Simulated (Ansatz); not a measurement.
# BH7NP: the cost of one run

Program: Ansatz 0.2.0, Gaussian basis. Level of theory: PBE0-D4/def2-SVP. These are calculated values, not measurements.

2 further runs of the same task are left out: 2 that didn't finish.

**1. Starting geometry**

The start, a first-order saddle point found at PBE0-D4 in triple zeta: 10 atoms, charge 0, spin multiplicity 1.

Atoms are counted from 1 here; the program's logs count them from 0.

Bond lengths: B1–N2 1.573 Å, B1–H3 1.205 Å, B1–H4 1.205 Å, B1–P6 2.015 Å, N2–H7 1.012 Å, N2–H8 1.012 Å, H5–P6 1.598 Å, P6–H9 1.411 Å, P6–H10 1.411 Å. Angles: N2–B1–H3 114.1°, N2–B1–H4 114.0°, N2–B1–P6 91.9°, H3–B1–H4 115.2°, H3–B1–P6 109.6°, H4–B1–P6 109.3°, B1–N2–H7 115.0°, B1–N2–H8 114.9°, H7–N2–H8 108.3°, B1–P6–H5 69.4°, B1–P6–H9 121.8°, B1–P6–H10 121.9°, H5–P6–H9 121.5°, H5–P6–H10 121.7°, H9–P6–H10 100.5°.

Coordinates:

```mol
BH7NP
  3D, bonds by distance, orders not assigned

 10  9  0  0  0  0  0  0  0  0999 V2000
    0.0505   -0.7350    0.4713 B   0  0
    1.0258    0.4817    0.6766 N   0  0
    0.5810   -1.7220    0.0272 H   0  0
   -0.6981   -0.9258    1.3966 H   0  0
    0.2361    1.1370   -0.4298 H   0  0
   -0.9398    0.2191   -1.0016 P   0  0
    1.9987    0.2871    0.4782 H   0  0
    0.9694    0.9233    1.5854 H   0  0
   -0.9270   -0.2501   -2.3322 H   0  0
   -2.2967    0.5848   -0.8717 H   0  0
  1  2  8  0
  1  3  8  0
  1  4  8  0
  1  6  8  0
  2  7  8  0
  2  8  8  0
  5  6  8  0
  6  9  8  0
  6 10  8  0
M  END
```

**2. The run**

Contents of md/in.yaml:

```yaml
crystal:
  periodic: [false, false, false]
  atoms:
    - {symbol: B, position_ang: [0.050510, -0.734982, 0.471331]}
    - {symbol: N, position_ang: [1.025752, 0.481692, 0.676638]}
    - {symbol: H, position_ang: [0.580982, -1.721979, 0.027169]}
    - {symbol: H, position_ang: [-0.698099, -0.925842, 1.396596]}
    - {symbol: H, position_ang: [0.236144, 1.136979, -0.429843]}
    - {symbol: P, position_ang: [-0.939795, 0.219122, -1.001566]}
    - {symbol: H, position_ang: [1.998666, 0.287130, 0.478220]}
    - {symbol: H, position_ang: [0.969390, 0.923264, 1.585411]}
    - {symbol: H, position_ang: [-0.926973, -0.250148, -2.332194]}
    - {symbol: H, position_ang: [-2.296677, 0.584765, -0.871663]}
basis:
  gaussian: {orbitals: def2-SVP}
hamiltonian: {xc: pbe0, dispersion: d4}
md: {n_steps: 80, timestep: 0.75, temperature: 1500, ensemble: nvt_nose_hoover, seed: 854, initial_velocities: maxwell_boltzmann}
```

Started as:

```console
$ ansatz run in.yaml --threads 2 --pin off --events-out ev --progress --plain --max-ram 4352MiB
```

**Question.** How long does this run take on 2 threads of Arm Neoverse V1, shared host?

About 2 min.
